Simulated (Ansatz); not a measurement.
Ideal-gas functions of HSi, SMILES `[SiH]` radical at 800 K and 1 bar, from an Ansatz frequency run at PBE0-D4/def2-TZVP.

Molar mass 29.09 g/mol, point group C∞v (symmetry number 1), electronic degeneracy 4, moments of inertia 2.283 u Å². Harmonic wavenumbers (cm⁻¹, unscaled): 2024.

Use S(trans) = R[1.5 ln M + 2.5 ln T − 1.1517]; rotational temperatures θ = 24.2544 K / I; S(rot) = R[ln(T/σθ) + 1]; for each mode x = 1.438777 ν̃/T, S = R[x/(eˣ − 1) − ln(1 − e⁻ˣ)] and H = RT x/(eˣ − 1); 1 cm⁻¹ = 0.0119627 kJ/mol; R = 8.31446 J/(mol·K).

Q: By hand: the entropy, in J/(mol·K).

A: Translation 171.4. Rotation: θ = 10.6239 K, giving 44.2. Vibration, mode by mode: 1.04, in all 1.0. Electronic 11.5. Sum 228.1 J/(mol·K).

Q: By hand: H − E and G − E in kJ/mol, counted from the electronic energy.

A: Zero-point energy ½ × 2024 × 0.0119627 = 12.1; thermal vibration 0.7; translation, rotation and pV give 3.5 RT = 23.3. H − E = 36.1 kJ/mol, and G − E = 36.1 − 800 × 228.1/1000 = -146.4 kJ/mol.

Vibration gives 0 % of the entropy; all modes have x over 3 and are hardly excited.
